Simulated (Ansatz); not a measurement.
Relaxing ZrTa

Theory: DFT PBE, scalar-relativistic, plane waves, PAW in Ansatz 0.2.0.

The start puts ZrTa on the caesium chloride structure type (Pm-3m, No. 221), with Zr in place of Cs, Ta in place of Cl, at a guessed volume.

The final relaxation ran on this input, with the default PAW datasets:

```yaml
crystal:
  lattice:
    - [3.4407275342, 0.0, 0.0]
    - [0.0, 3.4407275342, 0.0]
    - [0.0, 0.0, 3.4407275342]
  atoms:
    - { symbol: Zr, position: [0.0, 0.0, 0.0] }
    - { symbol: Ta, position: [0.5, 0.5, 0.5] }
basis:
  ecutwfc: 420
kpoints:
  mp_grid: { grid: [16, 16, 16] }
hamiltonian:
  xc: pbe
scf:
  occupations: { method: gaussian, width: 0.1 }
output:
  forces: true
  stress: true
  eigenvalues: true
  write_density: true
  write_potential: true
  elf: true
  volumetric_format: npy
relax:
  adjacent_minimum: "off"
  f_tol: 0.01
  max_steps: 80
  cell: { stress_tol: 0.05 }
```

Launched as:

```bash
ansatz run input.yaml --threads 1 --pin off --max-ram 2560MiB --backend cpu --events-out ev --progress --plain --runs-dir out
```

The run took 18 s on 1 thread of AMD EPYC 7R43 64-Core Processor (Zen 3) (shared host), peak memory 0.46 GiB.

End of the output:

```
SCF converged after 7 iterations
Free energy (F): -14115.694023 eV
Harris-Foulkes:  -14115.694023 eV  (|F-HF|=3.64e-12)
Internal energy: -14115.671812 eV  (E = F + TS)
E sigma→0 (E₀):  -14115.682917 eV
Entropy (-TS):   -0.022210 eV (-11.105 meV/atom)
Fermi energy:    16.071593 eV
--- Per-component energies (eV) ---
  E_band       = -203.588121
  E_kinetic    = 699.471771
  E_local      = -1185.464662  (includes V_loc(G=0)·N_el)
  E_nonlocal   = 94.982590
  E_hartree    = 387.598869
  E_xc         = -379.953138
  E_vxc        = -394.803256  (∫ρ·V_xc dr)
  E_paw        = -11350.427213  (= ΣΔE_a)
  E_vpaw       = -192.972473  (= ΣTr[D̂ρ^β])
  E_aug_tail   = 0.000170  (compensation charges beyond the density's cutoff)
  E_ewald      = -2381.880201
  E_smearing   = -0.022210  (= −TS)
  E_closure    =  0.000000  (closes the sum)
  Σ components = -14115.694023   (vs F -14115.694023, Δ=0.00e0)
--- Forces (eV/Å), atoms counted from 1 ---
  atom   1  Zr     0.00000000     0.00000000     0.00000000
  atom   2  Ta     0.00000000     0.00000000     0.00000000
  max |Σ_I F_I| component: 2.67e-28 eV/Å
--- Stress (GPa, compression-positive) ---
       -0.027043       0.000000       0.000000
        0.000000      -0.027043       0.000000
        0.000000       0.000000      -0.027043
  P = ⅓ Tr σ = -0.0270 GPa (-0.270 kbar)
--- Relaxed structure (1 steps of the walk, 1 accepted, 1 SCFs on fresh bases) ---
  F+E_penalty+E_count = -14115.69402270 eV   max|allowed force component| = 1.483e-28 eV/Å   (the final SCF, on the basis selected at the relaxed cell)
  cell:  # Å, volume = 40.7334 Å³
    - [3.440728, 0.0, 0.0]
    - [0.0, 3.440728, 0.0]
    - [0.0, 0.0, 3.440728]
  atoms:
    - { symbol: Zr, position: [0.0, 0.0, 0.0] }
    - { symbol: Ta, position: [0.500000, 0.500000, 0.500000] }
```

Total energies depend on the potentials used, so only differences within one code and one set of settings carry meaning.

The result has space group Pm-3m (No. 221). Zr has 8 Ta at 2.98 Å and 6 Zr at 3.44 Å; Ta is coordinated by 8 Zr at 2.98 Å and 6 Ta at 3.44 Å.

Against the elements it lies at 0.20 eV/atom. Formation energies are uncorrected and refer to the elements' standard structures at the same level.

For metals, differences of a few meV/atom aren't resolved. Spin–orbit coupling is left out.

Symmetry constrained the relaxation, so the result can be a saddle point.